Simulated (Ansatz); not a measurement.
C3H7O, SMILES `[CH2]OCC` radical, relaxed with UKS PBE0-D4/def2-TZVP in Ansatz 0.2.0 from a PBE-D4/def2-SVP geometry. The force threshold is 0.005 eV/Å; the program also tests the step.

The species carries charge 0 and has multiplicity 2.

Start:

```xyz
11

C     2.001    0.445   -0.211
O     0.866   -0.279   -0.374
C    -0.291    0.217    0.295
C    -1.461   -0.697   -0.014
H     2.852    0.067   -0.795
H     1.916    1.520    0.032
H    -0.096    0.264    1.392
H    -0.499    1.260   -0.047
H    -1.253   -1.730    0.330
H    -1.659   -0.730   -1.104
H    -2.376   -0.337    0.497
```

| step | energy (eV) | largest force (eV/Å) | largest move (Å) |
| --- | --- | --- | --- |
| 1 | -5266.2426 | 0.500 | 0.000 |
| 2 | -5266.2842 | 0.148 | 0.032 |
| 3 | -5266.2884 | 0.026 | 0.012 |
| 4 | -5266.2885 | 0.009 | 0.003 |
| 5 | -5266.2885 | 0.004 | 0.002 |

End:

```xyz
11

C     1.976    0.449   -0.221
O     0.863   -0.289   -0.374
C    -0.284    0.212    0.291
C    -1.451   -0.689   -0.013
H     2.830    0.081   -0.773
H     1.874    1.498    0.036
H    -0.085    0.251    1.369
H    -0.478    1.237   -0.052
H    -1.252   -1.706    0.331
H    -1.646   -0.721   -1.086
H    -2.348   -0.324    0.491
```

It took 15 s on 4 threads of an Arm Neoverse V2 on a shared host, with 0.38 GiB of host memory at the peak.
